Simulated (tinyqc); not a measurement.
UHF in the sto-3g basis, for BH, spin multiplicity 1, step by step. One step of it, computed by the program tinyqc.

Question. Iteration 12 (converged): orbitals. Diagonalise F' = X^T F X, C = X C', fill 3 alpha and 3 beta electrons from the bottom; D(s) = C_occ C_occ^T. Each column has its largest component positive (the first on a tie).

converged F(alpha) (hartree):
```
,1B 1s,1B 2s,1B 2px,1B 2py,1B 2pz,2H 1s
1B 1s,-7.357104,-2.149508,-0.000056,0.000550,-0.013476,-0.207580
1B 2s,-2.149508,-0.988981,-0.015366,0.151152,-0.007804,-0.314899
1B 2px,-0.000056,-0.015366,0.262739,0.004742,0.009754,0.001582
1B 2py,0.000550,0.151152,0.004742,0.216572,-0.095941,-0.015563
1B 2pz,-0.013476,-0.007804,0.009754,-0.095941,0.007790,-0.306452
2H 1s,-0.207580,-0.314899,0.001582,-0.015563,-0.306452,-0.202422
```

converged F(beta) (hartree):
```
,1B 1s,1B 2s,1B 2px,1B 2py,1B 2pz,2H 1s
1B 1s,-7.357104,-2.149508,0.000056,-0.000550,-0.013476,-0.207580
1B 2s,-2.149508,-0.988981,0.015366,-0.151152,-0.007804,-0.314899
1B 2px,0.000056,0.015366,0.262739,0.004742,-0.009754,-0.001582
1B 2py,-0.000550,-0.151152,0.004742,0.216572,0.095941,0.015563
1B 2pz,-0.013476,-0.007804,-0.009754,0.095941,0.007790,-0.306452
2H 1s,-0.207580,-0.314899,-0.001582,0.015563,-0.306452,-0.202422
```

X:
```
,1B 1s,1B 2s,1B 2px,1B 2py,1B 2pz,2H 1s
1B 1s,1.029549,-0.146288,0.000000,0.000000,-0.005802,0.019620
1B 2s,-0.146288,1.065018,0.000000,0.000000,0.041111,-0.163204
1B 2px,0.000000,0.000000,1.000000,0.000000,0.000000,0.000000
1B 2py,0.000000,0.000000,0.000000,1.000000,0.000000,0.000000
1B 2pz,-0.005802,0.041111,0.000000,0.000000,1.046588,-0.185956
2H 1s,0.019620,-0.163204,0.000000,0.000000,-0.185956,1.081169
```

Give: F' = X^T F X; orbital energies; coefficients C; F' = X^T F X; orbital energies; coefficients C; D(alpha) after iteration 12; D(beta) after iteration 12.

Answer.

F' = X^T F X (alpha) (hartree):
```
,1,2,3,4,5,6
1,-7.1784,-1.1198,0.0022,-0.0213,-0.0312,0.0159
2,-1.1198,-0.5117,-0.0162,0.1595,0.0775,-0.2267
3,0.0022,-0.0162,0.2627,0.0047,0.0093,0.0024
4,-0.0213,0.1595,0.0047,0.2166,-0.0913,-0.0236
5,-0.0312,0.0775,0.0093,-0.0913,0.1238,-0.3349
6,0.0159,-0.2267,0.0024,-0.0236,-0.3349,-0.0266
```

orbital energies (alpha) (hartree): MO1 -7.3616, MO2 -0.4836, MO3 -0.2602, MO4 0.2632, MO5 0.2806, MO6 0.4480

coefficients C (alpha):
```
,MO1,MO2,MO3,MO4,MO5,MO6
1B 1s,0.9925,-0.2512,0.1312,0.0000,-0.0866,-0.0946
1B 2s,0.0272,0.8169,-0.5054,0.0000,0.3132,0.4030
1B 2px,0.0001,0.0157,-0.0296,0.9949,-0.0953,0.0050
1B 2py,-0.0006,-0.1549,0.2913,0.1011,0.9373,-0.0492
1B 2pz,0.0030,0.0929,0.5596,0.0000,-0.1117,0.8930
2H 1s,-0.0043,0.3891,0.5597,0.0000,-0.1549,-0.8613
```

F' = X^T F X (beta) (hartree):
```
,1,2,3,4,5,6
1,-7.1784,-1.1198,-0.0022,0.0213,-0.0312,0.0159
2,-1.1198,-0.5117,0.0162,-0.1595,0.0775,-0.2267
3,-0.0022,0.0162,0.2627,0.0047,-0.0093,-0.0024
4,0.0213,-0.1595,0.0047,0.2166,0.0913,0.0236
5,-0.0312,0.0775,-0.0093,0.0913,0.1238,-0.3349
6,0.0159,-0.2267,-0.0024,0.0236,-0.3349,-0.0266
```

orbital energies (beta) (hartree): MO1 -7.3616, MO2 -0.4836, MO3 -0.2602, MO4 0.2632, MO5 0.2806, MO6 0.4480

coefficients C (beta):
```
,MO1,MO2,MO3,MO4,MO5,MO6
1B 1s,0.9925,-0.2512,0.1312,0.0000,0.0866,-0.0946
1B 2s,0.0272,0.8169,-0.5054,0.0000,-0.3132,0.4030
1B 2px,-0.0001,-0.0157,0.0296,0.9949,-0.0953,-0.0050
1B 2py,0.0006,0.1549,-0.2913,0.1011,0.9373,0.0492
1B 2pz,0.0030,0.0929,0.5596,0.0000,0.1117,0.8930
2H 1s,-0.0043,0.3891,0.5597,0.0000,0.1549,-0.8613
```

D(alpha) after iteration 12:
```
,1B 1s,1B 2s,1B 2px,1B 2py,1B 2pz,2H 1s
1B 1s,1.0653,-0.2446,-0.0078,0.0765,0.0531,-0.0285
1B 2s,-0.2446,0.9235,0.0278,-0.2738,-0.2068,0.0348
1B 2px,-0.0078,0.0278,0.0011,-0.0111,-0.0151,-0.0104
1B 2py,0.0765,-0.2738,-0.0111,0.1088,0.1486,0.1028
1B 2pz,0.0531,-0.2068,-0.0151,0.1486,0.3218,0.3494
2H 1s,-0.0285,0.0348,-0.0104,0.1028,0.3494,0.4646
```

D(beta) after iteration 12:
```
,1B 1s,1B 2s,1B 2px,1B 2py,1B 2pz,2H 1s
1B 1s,1.0653,-0.2446,0.0078,-0.0765,0.0531,-0.0285
1B 2s,-0.2446,0.9235,-0.0278,0.2738,-0.2068,0.0348
1B 2px,0.0078,-0.0278,0.0011,-0.0111,0.0151,0.0104
1B 2py,-0.0765,0.2738,-0.0111,0.1088,-0.1486,-0.1028
1B 2pz,0.0531,-0.2068,0.0151,-0.1486,0.3218,0.3494
2H 1s,-0.0285,0.0348,0.0104,-0.1028,0.3494,0.4646
```
